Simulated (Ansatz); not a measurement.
Reaction: HF (SMILES F) → HF+ (parent SMILES F, doublet) + e-
Each species at its own B3LYP-D3(BJ)/def2-TZVP minimum (Ansatz, a first-principles code).

Quantity: adiabatic ionisation energy (electronic), in eV. UHF or UKS for unpaired electrons; spin-orbit terms are left out. CBS(X,Y): correlation extrapolated as X^-3, Hartree-Fock from the larger set (Q,5: extrapolated as (X+1)exp(-9√X)). A bracket is a step between two methods taken in the basis named. Functionals run without relativity, which enters their misses. '+ core + X2C': CCSD(T) terms for core correlation (cc-pwCVTZ) and scalar relativity (cc-pVTZ-DK). Full CI freezes restricted core orbitals, also for open shells; the composite that ends in it estimates full CI at the basis-set limit.

CCSD(T)/CBS(cc-pVQZ,cc-pV5Z) + [CCSDT(Q) - CCSD(T)]/cc-pV5Z + [FCI - CCSDT(Q)]/cc-pVDZ + core + X2C (Ansatz) gives 16.14 eV.

What does PBE/def2-TZVPD (Ansatz) give here, and how do the other levels compare?

PBE gives 16.10 eV, 0.04 eV below it. Differences of the others: B3LYP/def2-TZVPD (Ansatz) -0.01; PBE0/def2-TZVPD (Ansatz) -0.22; CCSD(T)/CBS(cc-pVQZ,cc-pV5Z) + core + X2C (Ansatz) 0.01 eV. Nearer than PBE: B3LYP/def2-TZVPD, CCSD(T)/CBS(cc-pVQZ,cc-pV5Z) + core + X2C.
